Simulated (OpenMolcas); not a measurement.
# BH3O− (SMILES [BH2-]O), step by step

Aim: the energy (UHF/STO-3G), then the energy (CASSCF(3,3)/STO-3G), then the energy (CASPT2(3,3)/STO-3G), then the energy (SC-NEVPT2(3,3)/STO-3G), then the energy (MRCI(3,3)/STO-3G) of BH3O−. 

Program for the calculation: OpenMolcas 26.06.

2 further runs of the same task are left out: 1 that didn't finish, 1 set aside as unsound or not needed.

### Step 1. The molecule

BH3O−: 5 atoms, total charge -1, spin state doublet. As SMILES, `[BH2-]O`. The B1–O2 distance was set to 3.055 Å, away from the relaxed value. At this shape a bond of the SMILES string is far longer than usual.

Bond lengths: B1–H3 1.267 Å, B1–H4 1.267 Å, O2–H5 0.963 Å. Angles: H3–B1–H4 109.5°.

### Step 2. The energy at UHF/STO-3G (run 1)

Input file coord.xyz:

```xyz
5

B     -1.372231    -1.523087     0.080419
O      0.255120     1.054670     0.280220
H     -0.780001    -2.496217     0.635139
H     -1.637041    -1.819017    -1.122561
H      1.093110     0.916990    -0.172930
```

Input file step1.inp:

```
&GATEWAY
BasLib = $CurrDir
Coord = coord.xyz
Basis = STO-3G
Group = NoSym
&SEWARD
&SCF
UHF
Charge = -1
Spin = 2
Scramble = 0.25
PrOrbitals = 1 1
```

The basis set STO-3G is read from a file made from the Basis Set Exchange's data (not shown).

Started as:

```sh
$ export MOLCAS_MEM=1860
$ pymolcas step1.inp > step1.log
```

The program printed:

```text
--- Start Module: gateway ---
[...]
--- Stop Module: gateway /rc=_RC_ALL_IS_WELL_ ---
--- Start Module: seward ---
[...]
      Basis functions           13
--- Stop Module: seward /rc=_RC_ALL_IS_WELL_ ---
--- Start Module: scf ---
[...]
       Convergence after  29 Iterations
[...]
::    Total SCF energy                                -99.5529892581
[...]
      Total spin, S                                     0.9086457245
[...]
      Total electronic charge=   17.000000
      Total            charge=   -1.000000
[...]
      Dipole Moment (debye):
      Origin of the operator (angstrom)=   -0.4117   -0.1107    0.1566
                   X=  5.1216E+00               Y=  7.6127E+00               Z=  4.4724E-01           Total=  9.1861E+00
      Center of Charge (angstrom)
[...]
--- Stop Module: scf /rc=_RC_ALL_IS_WELL_ ---
[...]
```

It took 2.1 s on 1 thread of Arm Neoverse V1, shared host; peak memory 0.37 GiB.

### Step 3. The energy at CASSCF(3,3)/STO-3G (run 2)

coord.xyz is that of step 2.

Input file step2.inp:

```
* BH3O CASSCF

&GATEWAY
  BasLib
  $CurrDir
  Coord
  coord.xyz
  Basis
  STO-3G
  Group
  NoSym

&SEWARD

&RASSCF
  FileOrb
  $CurrDir/step1.UnaOrb
  Spin
  2
  Nactel
  3 0 0
  Inactive
  7
  Ras2
  3
  OrbListing
  Nothing
  OrbAppear
  Compact
```

The basis set STO-3G is read from a file made from the Basis Set Exchange's data (not shown).

Started as:

```sh
$ export MOLCAS_MEM=1860
$ pymolcas step2.inp > step2.log
```

The program printed:

```text
--- Start Module: gateway ---
[...]
--- Stop Module: gateway /rc=_RC_ALL_IS_WELL_ ---
--- Start Module: seward ---
[...]
      Basis functions           13
--- Stop Module: seward /rc=_RC_ALL_IS_WELL_ ---
--- Start Module: rasscf ---
[...]
      Number of active orbitals                  3
[...]
      Spin quantum number                      0.5
[...]
      Active orbitals                            3
[...]
      Number of CSFs                             8
[...]
      Number of root(s) required                 1
[...]
      Convergence after  9 iterations
[...]
      printout of CI-coefficients larger than  0.05 for root  1
      energy=     -99.551984
      conf/sym  111     Coeff  Weight
             1  2u0  -0.75184 0.56527
             4  udu  -0.34598 0.11970
             5  02u   0.06410 0.00411
             6  uud  -0.19656 0.03863
             8  0u2  -0.52009 0.27049
      Natural orbitals and occupation numbers for root  1
      sym 1:   1.290945   1.002346   0.706709
      ************************************************************************************************************************
      *                                                    Final results                                                     *
[...]
::    RASSCF root number  1 Total energy:    -99.55198419
[...]
      Total electronic charge=   17.000000
      Total            charge=   -1.000000
[...]
      Dipole Moment (debye):
      Origin of the operator (angstrom)=   -0.4117   -0.1107    0.1566
                   X=  4.9911E+00               Y=  7.3876E+00               Z=  4.2396E-01           Total=  8.9256E+00
      Center of Charge (angstrom)
[...]
--- Stop Module: rasscf /rc=_RC_ALL_IS_WELL_ ---
[...]
```

Run time: 1.8 s. Hardware: 1 thread of Arm Neoverse V1, shared host; peak memory 0.37 GiB.

### Step 4. The energy at CASPT2(3,3)/STO-3G (run 3)

coord.xyz is that of step 3.

Input file step3.input:

```
>>> EXPORT MOLCAS_PRINT=2

&GATEWAY
  BasLib=$CurrDir
  Coord=coord.xyz
  Basis=STO-3G
  Group=NoSym

&SEWARD

&RASSCF
  FileOrb=$CurrDir/step2.RasOrb
  Spin=2
  Nactel=3 0 0
  Inactive=7
  Ras2=3
  OrbListing=Nothing
  OrbAppear=Compact

&CASPT2
  Imaginary=0.1
  Frozen=2
```

The basis set STO-3G is read from a file made from the Basis Set Exchange's data (not shown).

Started as:

```sh
$ export MOLCAS_MEM=1860
$ pymolcas step3.input > step3.log
```

The program printed:

```text
--- Start Module: gateway ---
[...]
--- Stop Module: gateway /rc=_RC_ALL_IS_WELL_ ---
[...]
      Basis functions           13
[...]
--- Start Module: rasscf ---
[...]
      Number of active orbitals                  3
[...]
      Spin quantum number                      0.5
[...]
      Active orbitals                            3
[...]
      Number of CSFs                             8
[...]
      Number of root(s) required                 1
[...]
      Convergence after  4 iterations
[...]
      printout of CI-coefficients larger than  0.05 for root  1
      energy=     -99.551984
      conf/sym  111     Coeff  Weight
             1  2u0  -0.75184 0.56527
             4  udu  -0.34598 0.11970
             5  02u   0.06410 0.00411
             6  uud  -0.19656 0.03863
             8  0u2  -0.52009 0.27049
      Natural orbitals and occupation numbers for root  1
      sym 1:   1.290945   1.002346   0.706709
      ************************************************************************************************************************
      *                                                    Final results                                                     *
[...]
::    RASSCF root number  1 Total energy:    -99.55198419
[...]
      Total electronic charge=   17.000000
      Total            charge=   -1.000000
[...]
      Dipole Moment (debye):
      Origin of the operator (angstrom)=   -0.4117   -0.1107    0.1566
                   X=  4.9911E+00               Y=  7.3876E+00               Z=  4.2396E-01           Total=  8.9256E+00
      Center of Charge (angstrom)
[...]
--- Stop Module: rasscf /rc=_RC_ALL_IS_WELL_ ---
--- Start Module: caspt2 ---
[...]
 ###    WARNING: User changed nr of frozen orbitals.                         ###
 ###############################################################################
[...]
      E2 (Variational):          -0.0432157120
      Total energy:             -99.5951998972
[...]
      Reference weight:           0.98023
[...]
::    CASPT2 Root  1     Total energy:    -99.59519990
[...]
--- Stop Module: caspt2 /rc=_RC_ALL_IS_WELL_ ---
[...]
```

It took 1.8 s on 1 thread of Arm Neoverse V1, shared host; peak memory 0.37 GiB.

### Step 5. A single-point energy at SC-NEVPT2(3,3)/STO-3G (run 4)

coord.xyz is that of step 4.

Input file step4.input:

```
* BH3O NEVPT2

&GATEWAY
 BASLIB = $CurrDir
 COORD = coord.xyz
 BASIS = STO-3G
 GROUP = NoSym

&SEWARD

&RASSCF
 FILEORB = $CurrDir/step2.RasOrb
 SPIN = 2
 NACTEL = 3 0 0
 INACTIVE = 7
 RAS2 = 3
 ORBLISTING = Nothing
 ORBAPPEAR = Compact

&CASPT2
 SC-NEVPT2
 FROZEN = 2
```

The basis set STO-3G is read from a file made from the Basis Set Exchange's data (not shown).

Started as:

```sh
$ export MOLCAS_MEM=1860
$ pymolcas step4.input > step4.log
```

The program printed:

```text
--- Start Module: gateway ---
[...]
--- Stop Module: gateway /rc=_RC_ALL_IS_WELL_ ---
[...]
      Basis functions           13
[...]
--- Start Module: rasscf ---
[...]
      Number of active orbitals                  3
[...]
      Spin quantum number                      0.5
[...]
      Active orbitals                            3
[...]
      Number of CSFs                             8
[...]
      Number of root(s) required                 1
[...]
      Convergence after  4 iterations
[...]
      printout of CI-coefficients larger than  0.05 for root  1
      energy=     -99.551984
      conf/sym  111     Coeff  Weight
             1  2u0  -0.75184 0.56527
             4  udu  -0.34598 0.11970
             5  02u   0.06410 0.00411
             6  uud  -0.19656 0.03863
             8  0u2  -0.52009 0.27049
      Natural orbitals and occupation numbers for root  1
      sym 1:   1.290945   1.002346   0.706709
      ************************************************************************************************************************
      *                                                    Final results                                                     *
[...]
::    RASSCF root number  1 Total energy:    -99.55198419
[...]
      Total electronic charge=   17.000000
      Total            charge=   -1.000000
[...]
      Dipole Moment (debye):
      Origin of the operator (angstrom)=   -0.4117   -0.1107    0.1566
                   X=  4.9911E+00               Y=  7.3876E+00               Z=  4.2396E-01           Total=  8.9256E+00
      Center of Charge (angstrom)
[...]
--- Stop Module: rasscf /rc=_RC_ALL_IS_WELL_ ---
--- Start Module: caspt2 ---
[...]
 ###    WARNING: User changed nr of frozen orbitals.                         ###
 ###############################################################################
[...]
      E2 (Variational):          -0.0427080176
[...]
      E2 (Variational):          -0.0426732525
      Total energy:             -99.5946574377
[...]
      Reference weight:           0.98118
[...]
::    SC-NEVPT2 Root  1     Total energy:    -99.59465744
[...]
--- Stop Module: caspt2 /rc=_RC_ALL_IS_WELL_ ---
[...]
```

Run time: 1.7 s. Hardware: 1 thread of Arm Neoverse V1, shared host; peak memory 0.37 GiB.

### Step 6. A single-point energy at MRCI(3,3)/STO-3G (run 5)

coord.xyz is that of step 5.

Input file step5.inp:

```
* BH3O MRCI
&GATEWAY
BasLib=$CurrDir
Coord=coord.xyz
Basis=STO-3G
Group=NoSym
&SEWARD
&RASSCF
FileOrb=$CurrDir/step2.RasOrb
Spin=2
Nactel=3 0 0
Inactive=7
Ras2=3
OrbListing=Nothing
OrbAppear=Compact
&MOTRA
LumOrb
Frozen=2
&GUGA
Electrons=13
Spin=2
Inactive=5
Active=3
CIAll=1
&MRCI
SDCI
```

The basis set STO-3G is read from a file made from the Basis Set Exchange's data (not shown).

Started as:

```sh
$ export MOLCAS_MEM=1860
$ pymolcas step5.inp > step5.log
```

The program printed:

```text
--- Start Module: gateway ---
[...]
--- Stop Module: gateway /rc=_RC_ALL_IS_WELL_ ---
[...]
      Basis functions           13
[...]
      Number of active orbitals                  3
[...]
      Spin quantum number                      0.5
[...]
      Active orbitals                            3
[...]
      Number of CSFs                             8
[...]
      Number of root(s) required                 1
[...]
      Convergence after  4 iterations
[...]
      printout of CI-coefficients larger than  0.05 for root  1
      energy=     -99.551984
      conf/sym  111     Coeff  Weight
             1  2u0  -0.75184 0.56527
             4  udu  -0.34598 0.11970
             5  02u   0.06410 0.00411
             6  uud  -0.19656 0.03863
             8  0u2  -0.52009 0.27049
      Natural orbitals and occupation numbers for root  1
      sym 1:   1.290945   1.002346   0.706709
      ************************************************************************************************************************
      *                                                    Final results                                                     *
[...]
::    RASSCF root number  1 Total energy:    -99.55198419
[...]
      Dipole Moment (debye):
      Origin of the operator (angstrom)=   -0.4117   -0.1107    0.1566
                   X=  4.9911E+00               Y=  7.3876E+00               Z=  4.2396E-01           Total=  8.9256E+00
      Center of Charge (angstrom)
[...]
      *** WARNING: Default frozen orbitals is overwritten by user input.
      *** Default values:   2
[...]
--- Start Module: guga ---
[...]
--- Stop Module: guga /rc=_RC_ALL_IS_WELL_ ---
--- Start Module: mrci ---
[...]
       (But an ACPF correction will be computed)
       USE THE DEFAULT ACPF G-VALUE GFAC=  0.15384615384615385
[...]
                      CI ENERGY:   -99.61665836
[...]
                ACPF CORRECTION:    -0.00256852
[...]
      Total electronic charge=   17.000000
      Total            charge=   -1.000000
[...]
     ACPF CORRECTION:     -0.00256852
[...]
  CI State   1     Total energy:    -99.61665836     QDav:     -0.00305760     QACPF:     -0.00256852
[...]
--- Stop Module: mrci /rc=_RC_ALL_IS_WELL_ ---
[...]
```

It took 2 s on 1 thread of Arm Neoverse V1, shared host; peak memory 0.37 GiB.

### Step 7. Summary of results

| quantity | value |
| --- | --- |
| run 1, UHF/STO-3G: total energy | -99.55299 Eh |
| run 1, UHF/STO-3G: HOMO energy (highest over α and β) | 4.67 eV |
| run 1, UHF/STO-3G: LUMO energy (lowest over α and β) | 14.13 eV |
| run 1, UHF/STO-3G: ⟨S²⟩ | 1.734 |
| run 2, CASSCF(3,3)/STO-3G: total energy | -99.55198 Eh |
| run 3, CASPT2(3,3)/STO-3G: total energy | -99.59520 Eh |
| run 4, SC-NEVPT2(3,3)/STO-3G: total energy | -99.59466 Eh |
| run 5, MRCI(3,3)/STO-3G: total energy | -99.61666 Eh |

**Reading.** ⟨S²⟩ (run 1, UHF/STO-3G) is 1.73 where a pure doublet has 0.75: the reference is spin-contaminated. Mulliken charges (run 1, UHF/STO-3G) run from -0.41 on B1 to +0.15 on H5. The HOMO (run 1, UHF/STO-3G) lies at positive energy, 4.67 eV: the electron is unbound at this level or held by a compact basis; values depend on the basis. Mulliken charges (run 4, SC-NEVPT2(3,3)/STO-3G) of the CASSCF density run from -0.40 on B1 to +0.14 on H5; they depend strongly on the basis.
